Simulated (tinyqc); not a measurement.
Inside a calculation. Method: Hueckel theory of the pi electrons, for the molecule [CH2]C([CH2])=C (SMILES; centres numbered as the heavy atoms are written). One step of it, computed by the program tinyqc.

Task: Energy, charges, bond orders. E = sum n x; q_r = z_r - P_rr; bond order p = P_rs; free valence = sqrt(3) - sum of p over the bonds of the atom.

x values: [1.732051, 0.000000, 0.000000, -1.732051]

occupations: [2.000000, 1.000000, 1.000000, 0.000000]

charge and bond-order matrix P, order 1C, 2C, 3C, 4C:
```
[[1.000000, 0.577350, 0.000000, 0.000000],
 [0.577350, 1.000000, 0.577350, 0.577350],
 [0.000000, 0.577350, 1.000000, 0.000000],
 [0.000000, 0.577350, 0.000000, 1.000000]]
```

Centres:
```
centre  z_r, pi electrons of the neutral centre         h
1C                                            1  0.000000
2C                                            1  0.000000
3C                                            1  0.000000
4C                                            1  0.000000
```

Bonds:
```
i  j  k
1  2  1
2  3  1
2  4  1
```

Give: pi energy = 4 alpha + this times beta; pi charges; Bond orders and lengths from R = 1.517 - 0.180 p; free valence of the carbons; gap between the highest filled and the next level.

Result:

pi energy = 4 alpha + this times beta = 3.4641

pi charges: [0.0000, 0.0000, 0.0000, 0.0000]

Bond orders and lengths from R = 1.517 - 0.180 p (angstrom, C-C alone):
```
bond       p       R
1-2   0.5774  1.4131
2-3   0.5774  1.4131
2-4   0.5774  1.4131
```

free valence of the carbons: [1.1547, 0.0000, 1.1547, 1.1547]

gap between the highest filled and the next level = 1.7321 |beta|
